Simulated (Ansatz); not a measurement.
# AlCl3: up Jacob's ladder to CCSD(T)

The task here is to estimate one member of a computed series from the others.

Computed with Ansatz 0.2.0, Gaussian basis. Level: functionals in def2-TZVPP, the program's frozen cores in correlated methods.

Plan: LDA (SPW92), PBE-D4, revPBE-D4, BLYP-D4, r2SCAN-D4, B97M-V, PBE0-D4, B3LYP-D4, r2SCANh-D4, r2SCAN0-D4, HSE06-D4, BHLYP-D4, CAM-B3LYP-D4, LC-ωPBE, ωB97X-V, ωB97M-V, B2PLYP, PBE-QIDH; CCSD(T)/def2-SVP; CCSD(T)/def2-TZVPP; CCSD(T)/def2-QZVPP; extrapolation to the limit; RPA on PBE.

## The relaxed structure

All runs share one geometry, relaxed beforehand with PBE0-D4 in a triple-zeta def2 set.

4 atoms, charge 0, spin multiplicity 1.

Atoms are counted from 1 here; the program's logs count them from 0.

Bond lengths: Al1–Cl2 2.069 Å, Al1–Cl3 2.069 Å, Al1–Cl4 2.069 Å. Angles: Cl2–Al1–Cl3 120.0°, Cl2–Al1–Cl4 120.0°, Cl3–Al1–Cl4 120.0°.

Set-up of the first run:

File in.yaml:

```yaml
crystal:
  periodic: [false, false, false]
  atoms:
    - {symbol: Al, position_ang: [0.000000, 0.000000, 0.000000]}
    - {symbol: Cl, position_ang: [0.000000, 2.069041, 0.000000]}
    - {symbol: Cl, position_ang: [1.791842, -1.034520, 0.000000]}
    - {symbol: Cl, position_ang: [-1.791842, -1.034520, 0.000000]}
basis:
  gaussian: {orbitals: def2-TZVPP}
hamiltonian: {xc: lda}
output: {orbitals: {seedname: orbitals}}
```

Command:

```sh
$ ansatz run in.yaml --threads 2 --pin off --events-out ev --progress --plain --max-ram 31744MiB --backend cpu
```

Steps of the session up to this table: LDA; PBE-D4 (GGA); revPBE-D4 (GGA); BLYP-D4 (GGA); r2SCAN-D4 (meta-GGA); B97M-V (meta-GGA); PBE0-D4 (hybrid); B3LYP-D4 (hybrid); r2SCANh-D4 (hybrid); r2SCAN0-D4 (hybrid); HSE06-D4 (hybrid); BHLYP-D4 (hybrid); CAM-B3LYP-D4 (range-separated); LC-ωPBE (range-separated); ωB97X-V (range-separated); ωB97M-V (range-separated); B2PLYP (double hybrid); PBE-QIDH (double hybrid).

One table of the session follows, with a row left open; its other results are not shown here.

It belongs to the step «Orbital energies across the functionals». 

```
  functional  HOMO (eV)  gap (eV)
 LDA (SPW92)      -8.10      5.68
      PBE-D4      -7.95      5.84
   revPBE-D4      -7.90      5.94
     BLYP-D4      -7.76      5.74
   r2SCAN-D4      -8.33      6.66
      B97M-V      -8.39      6.60
     PBE0-D4      -9.38      8.12
    B3LYP-D4          ?         ?
  r2SCANh-D4      -8.85      7.45
  r2SCAN0-D4      -9.63      8.62
    HSE06-D4      -8.98      7.34
    BHLYP-D4     -10.63     10.20
CAM-B3LYP-D4     -10.73     10.42
     LC-ωPBE     -12.21     13.18
     ωB97X-V     -11.80     12.58
     ωB97M-V     -11.62     12.11
```

Estimate the missing values for B3LYP-D4.

Worked estimate for «HOMO (eV)». Against the share of exact exchange, BLYP-D4 (0, -7.76), BHLYP-D4 (0.5, -10.63) give a slope of -5.74 per unit share; at 0.2 the line stands at -8.91.

As computed: HOMO (eV): -9.07; gap (eV): 7.55. In «HOMO (eV)» the line misses by +0.16.
